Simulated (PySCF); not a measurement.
**Ionisation energy of Li by level of theory**

Li [He] 2s1 (2S) → Li⁺ 1s2 (1S), as a difference of total energies. Computed with PySCF 2.14 in cc-pVTZ-DK, with the spin-free X2C one-electron Hamiltonian (Gaussian nucleus). The calculations carry no spin-orbit coupling.

```csv
method,ionisation energy (eV),error (eV)
UHF,5.343,-0.049
TPSS,5.500,+0.108
M06-2X,5.406,+0.014
```

Reference: 5.392 eV (measured; NIST Atomic Spectra Database, ionization energies).
